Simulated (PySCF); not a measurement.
OF₂ was optimised in PySCF in the def2-TZVP basis family (density fitting, no spin–orbit coupling) with several functionals.

One of them gave a singlet of C2v symmetry with a mean bond of 1.381 Å to O, wavenumbers 508, 949, 1067 cm⁻¹ and a HOMO–LUMO gap of 7.71 eV.

Task: Which level of theory was it?
A. PBE0
B. PBE
C. B3LYP

Result: A. That is PBE0, with O–F 1.381 Å (×2). The others give B3LYP 1.402 Å and 1017 cm⁻¹ for the highest mode; PBE 1.421 Å and 971 cm⁻¹ for the highest mode.

Each species is the lowest minimum found with this bonding; other isomers or fragments can lie lower.
